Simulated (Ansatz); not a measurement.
# Nudged elastic band run: C₂H₆B

Input file:

```yaml
crystal:
  periodic: [false, false, false]
  atoms:
    - { symbol: B, position_ang: [-0.796551, 0.754332, -1.0559] }
    - { symbol: C, position_ang: [0.198875, 0.498957, 0.084482] }
    - { symbol: C, position_ang: [0.475478, -0.811878, 0.724782] }
    - { symbol: H, position_ang: [-1.443634, -0.175107, -1.512011] }
    - { symbol: H, position_ang: [-0.947133, 1.876287, -1.506472] }
    - { symbol: H, position_ang: [0.787586, 1.340957, 0.500759] }
    - { symbol: H, position_ang: [-0.128369, -1.638131, 0.302197] }
    - { symbol: H, position_ang: [1.555583, -1.079038, 0.636487] }
    - { symbol: H, position_ang: [0.298156, -0.766379, 1.825687] }
magnetization:
  spin_polarized: true
  initial_magnetization: 1
basis:
  gaussian: { orbitals: def2-SVP }
hamiltonian:
  xc: pbe
  dispersion: d4
neb:
  order_check: false
  images: 9
  f_tol: 0.05
  max_iterations: 60
  final_atoms:
    - { symbol: B, position_ang: [-0.91801273, 0.8375843, -0.87963942] }
    - { symbol: C, position_ang: [0.34802162, 0.39608603, -0.13291108] }
    - { symbol: C, position_ang: [0.48526535, -0.81795331, 0.7118042] }
    - { symbol: H, position_ang: [-1.93000529, 0.15908912, -0.80716035] }
    - { symbol: H, position_ang: [-0.92088543, 1.85876823, -1.54340352] }
    - { symbol: H, position_ang: [1.27027298, 1.00751466, -0.2017066] }
    - { symbol: H, position_ang: [1.30265321, -1.47696493, 0.33307986] }
    - { symbol: H, position_ang: [0.80975788, -0.55220693, 1.74594087] }
    - { symbol: H, position_ang: [-0.44707659, -1.41191716, 0.77400705] }
  initial_path:
    images:
      - { positions_ang: [[-0.796551, 0.754332, -1.0559], [0.198875, 0.498957, 0.084482], [0.475478, -0.811878, 0.724782], [-1.443634, -0.175107, -1.512011], [-0.947133, 1.876287, -1.506472], [0.787586, 1.340957, 0.500759], [-0.128369, -1.638131, 0.302197], [1.555583, -1.079038, 0.636487], [0.298156, -0.766379, 1.825687]] }
      - { positions_ang: [[-0.81276653, 0.7599455, -1.03052326], [0.22227962, 0.48689494, 0.05330653], [0.47782023, -0.81078972, 0.72101797], [-1.49202895, -0.14717193, -1.44255458], [-0.95729557, 1.87412511, -1.47724215], [0.86101156, 1.29695505, 0.40607141], [-0.00797197, -1.6478643, 0.25554746], [1.53028298, -1.0192586, 0.7616175], [0.17865962, -0.79283603, 1.75277011]] }
      - { positions_ang: [[-0.82898206, 0.76555899, -1.00514652], [0.24568424, 0.47483287, 0.02213105], [0.48016247, -0.80970145, 0.71725394], [-1.5404239, -0.11923686, -1.37309816], [-0.96745814, 1.87196321, -1.44801229], [0.93443711, 1.25295311, 0.31138382], [0.11242507, -1.65759761, 0.20889792], [1.50498296, -0.95947921, 0.88674801], [0.05916325, -0.81929306, 1.67985323]] }
      - { positions_ang: [[-0.84519759, 0.77117249, -0.97976977], [0.26908886, 0.46277081, -0.00904442], [0.4825047, -0.80861317, 0.71348991], [-1.58881885, -0.09130179, -1.30364174], [-0.97762071, 1.86980132, -1.41878244], [1.00786267, 1.20895116, 0.21669623], [0.2328221, -1.66733091, 0.16224839], [1.47968294, -0.89969981, 1.01187851], [-0.06033313, -0.84575008, 1.60693634]] }
      - { positions_ang: [[-0.86141313, 0.77678599, -0.95439303], [0.29249349, 0.45070874, -0.0402199], [0.48484693, -0.80752489, 0.70972588], [-1.63721379, -0.06336672, -1.23418532], [-0.98778328, 1.86763942, -1.38955259], [1.08128822, 1.16494921, 0.12200864], [0.35321914, -1.67706422, 0.11559885], [1.45438292, -0.83992041, 1.13700902], [-0.1798295, -0.87220711, 1.53401945]] }
      - { positions_ang: [[-0.87762866, 0.78239948, -0.92901629], [0.31589811, 0.43864668, -0.07139537], [0.48718917, -0.80643662, 0.70596185], [-1.68560874, -0.03543165, -1.1647289], [-0.99794585, 1.86547753, -1.36032273], [1.15471378, 1.12094726, 0.02732105], [0.47361617, -1.68679752, 0.06894931], [1.42908291, -0.78014102, 1.26213952], [-0.29932588, -0.89866414, 1.46110256]] }
      - { positions_ang: [[-0.88570547, 0.79343644, -0.91914092], [0.32232281, 0.43013455, -0.08369852], [0.4868044, -0.80873995, 0.70713032], [-1.73448805, 0.0034725, -1.09321519], [-0.98253377, 1.86413567, -1.39693889], [1.17782562, 1.09826074, -0.01848448], [0.63942358, -1.644831, 0.12177542], [1.3052179, -0.7345542, 1.35889979], [-0.32887602, -1.00131474, 1.32368346]] }
      - { positions_ang: [[-0.89378229, 0.80447341, -0.90926554], [0.32874751, 0.42162242, -0.09600166], [0.48641964, -0.81104329, 0.70829879], [-1.78336736, 0.04237665, -1.02170148], [-0.96712169, 1.86279381, -1.43355505], [1.20093746, 1.07557422, -0.06429001], [0.80523099, -1.60286448, 0.17460153], [1.1813529, -0.68896738, 1.45566006], [-0.35842616, -1.10396535, 1.18626436]] }
      - { positions_ang: [[-0.9018591, 0.81551037, -0.89939017], [0.33517222, 0.41311029, -0.1083048], [0.48603488, -0.81334663, 0.70946726], [-1.83224667, 0.08128081, -0.95018777], [-0.9517096, 1.86145195, -1.47017121], [1.2240493, 1.0528877, -0.11009554], [0.97103839, -1.56089797, 0.22742764], [1.05748789, -0.64338057, 1.55242033], [-0.38797631, -1.20661595, 1.04884526]] }
      - { positions_ang: [[-0.90993592, 0.82654733, -0.88951479], [0.34159692, 0.40459816, -0.12060794], [0.48565011, -0.81564997, 0.71063573], [-1.88112598, 0.12018496, -0.87867406], [-0.93629752, 1.86011009, -1.50678737], [1.24716114, 1.03020118, -0.15590107], [1.1368458, -1.51893145, 0.28025375], [0.93362289, -0.59779375, 1.6491806], [-0.41752645, -1.30926656, 0.91142615]] }
      - { positions_ang: [[-0.91801273, 0.8375843, -0.87963942], [0.34802162, 0.39608603, -0.13291108], [0.48526535, -0.81795331, 0.7118042], [-1.93000529, 0.15908912, -0.80716035], [-0.92088543, 1.85876823, -1.54340352], [1.27027298, 1.00751466, -0.2017066], [1.30265321, -1.47696493, 0.33307986], [0.80975788, -0.55220693, 1.74594087], [-0.44707659, -1.41191716, 0.77400705]] }
```

Command:

```bash
$ ansatz run input.yaml --threads 1 --pin off --max-ram 2048MiB --backend cpu --events-out ev --progress --plain --runs-dir out
```

Output, in part (warnings, iteration lines, the closing report on the highest movable image, with atoms numbered from 0):

```
NEB end point (image 0): max|allowed force component| = 1.158e-2 eV/Å (the criterion of neb.relax_end_points is 1.000e-2)
NEB end point (image 10): max|allowed force component| = 3.655e-3 eV/Å (the criterion of neb.relax_end_points is 1.000e-2)
NEB iter   1: max|band force component| = 3.845e0 eV/Å  barrier→ = 0.6489 eV  barrier← = 0.6490 eV  Δτ_max = 0.0792 Å  (301 SCF iters)
NEB iter   2: max|band force component| = 1.054e0 eV/Å  barrier→ = 0.0807 eV  barrier← = 0.0807 eV  Δτ_max = 0.0405 Å  (273 SCF iters)
NEB iter   3: max|band force component| = 3.083e-1 eV/Å  barrier→ = 0.0494 eV  barrier← = 0.0494 eV  CI = image 5  Δτ_max = 0.0713 Å  (280 SCF iters)
NEB iter   4: max|band force component| = 3.899e-1 eV/Å  barrier→ = 0.0579 eV  barrier← = 0.0579 eV  CI = image 6  Δτ_max = 0.0356 Å  (268 SCF iters)
NEB iter   5: max|band force component| = 1.667e-1 eV/Å  barrier→ = 0.0452 eV  barrier← = 0.0452 eV  CI = image 5  Δτ_max = 0.0464 Å  (278 SCF iters)
NEB iter   6: max|band force component| = 4.313e-2 eV/Å  barrier→ = 0.0452 eV  barrier← = 0.0452 eV  CI = image 5  Δτ_max = 0.0000 Å  (526 SCF iters)
Total energy: -2839.77002594 eV, -104.3596235879 hartree
Atom 0 at    -0.873537     0.782279    -0.934200 Å, force     0.001240     0.002751    -0.006468 eV/Å
Atom 1 at     0.338980     0.467006    -0.049284 Å, force     0.006474    -0.016804     0.015971 eV/Å
Atom 2 at     0.516805    -0.794803     0.725496 Å, force     0.002555     0.017885    -0.027539 eV/Å
Atom 3 at    -1.724345    -0.071258    -1.131432 Å, force    -0.000307     0.003537     0.009075 eV/Å
Atom 4 at    -0.997268     1.882499    -1.442343 Å, force     0.002506    -0.008135    -0.006381 eV/Å
Atom 5 at     1.157083     1.207672     0.044255 Å, force    -0.008703     0.002152     0.009749 eV/Å
Atom 6 at     0.427317    -1.680798     0.054869 Å, force    -0.004515     0.001862     0.004308 eV/Å
Atom 7 at     1.472837    -0.864224     1.279444 Å, force    -0.002271    -0.002533    -0.001283 eV/Å
Atom 8 at    -0.317880    -0.928373     1.453206 Å, force     0.003022    -0.000714     0.002567 eV/Å
Dipole moment:     0.256152    -0.179109     0.250883 e Å
```

It converged. A vibrational analysis at the climbing image gives one clearly imaginary mode, 158i cm⁻¹: a first-order saddle point.

Final band (atoms are numbered from 1 in the order of the input):

```json
{"image": "0", "path coordinate (Å)": "0.00", "energy (kcal/mol)": "0.0", "dihedral B1–C2–C3–H9 (°)": "-123"}
{"image": "1", "path coordinate (Å)": "0.29", "energy (kcal/mol)": "0.1", "dihedral B1–C2–C3–H9 (°)": "-110"}
{"image": "2", "path coordinate (Å)": "0.58", "energy (kcal/mol)": "0.3", "dihedral B1–C2–C3–H9 (°)": "-97"}
{"image": "3", "path coordinate (Å)": "0.87", "energy (kcal/mol)": "0.6", "dihedral B1–C2–C3–H9 (°)": "-85"}
{"image": "4", "path coordinate (Å)": "1.17", "energy (kcal/mol)": "0.9", "dihedral B1–C2–C3–H9 (°)": "-72"}
{"image": "5", "path coordinate (Å)": "1.46", "energy (kcal/mol)": "1.0", "dihedral B1–C2–C3–H9 (°)": "-60"}
{"image": "6", "path coordinate (Å)": "1.79", "energy (kcal/mol)": "1.0", "dihedral B1–C2–C3–H9 (°)": "-47"}
{"image": "7", "path coordinate (Å)": "2.11", "energy (kcal/mol)": "0.7", "dihedral B1–C2–C3–H9 (°)": "-34"}
{"image": "8", "path coordinate (Å)": "2.44", "energy (kcal/mol)": "0.3", "dihedral B1–C2–C3–H9 (°)": "-22"}
{"image": "9", "path coordinate (Å)": "2.77", "energy (kcal/mol)": "0.1", "dihedral B1–C2–C3–H9 (°)": "-11"}
{"image": "10", "path coordinate (Å)": "3.10", "energy (kcal/mol)": "0.0", "dihedral B1–C2–C3–H9 (°)": "0"}
```

Run time: 100 s on 1 thread of Intel(R) Xeon(R) 6975P-C (Granite Rapids), with other jobs on the host, peak memory 0.23 GiB.
